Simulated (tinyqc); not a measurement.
The basis set: RHF and MP2 along a ladder of basis sets, for H3O+, spin multiplicity 1. Computed by the program tinyqc with PySCF. 

Geometry (angstrom):
```
atom,x,y,z
O,0.0000,0.0000,0.3340
H,0.8900,0.0000,0.0000
H,-0.4450,0.7710,0.0000
H,-0.4450,-0.7710,0.0000
```

Same geometry throughout; the dipole is taken about the origin.

RHF and frozen-core MP2 in a ladder of bases:
```
basis,functions,E(RHF) (hartree),E(MP2 corr) (hartree),HOMO (eV),LUMO (eV),dipole (debye)
sto-3g,8,-75.321218,-0.046848,-25.6302,3.4794,0.9334
3-21g,15,-75.874680,-0.126097,-26.3502,-2.2315,1.2139
6-31g,15,-76.259589,-0.126877,-26.4063,-3.1511,1.2550
6-31g**,29,-76.307037,-0.192764,-26.5239,-2.8710,0.8017
cc-pvdz,29,-76.310496,-0.201236,-26.5239,-3.3203,0.6802
aug-cc-pvdz,50,-76.316652,-0.209772,-26.5587,-4.6611,0.6126
cc-pvtz,72,-76.337977,-0.255101,-26.5691,-3.8630,0.6309
```

From cc-pVDZ to cc-pVTZ the RHF energy falls by 27.5 mhartree and the correlation energy by 53.9. If valence correlation converges as X^-3, (27 E(T) - 8 E(D))/19 gives -0.2778 hartree, a rough estimate from such small X that usually falls short; STO-3G holds about 17 % of it. Beyond STO-3G the LUMO moves by 2.4 eV and the HOMO by 0.2 eV.
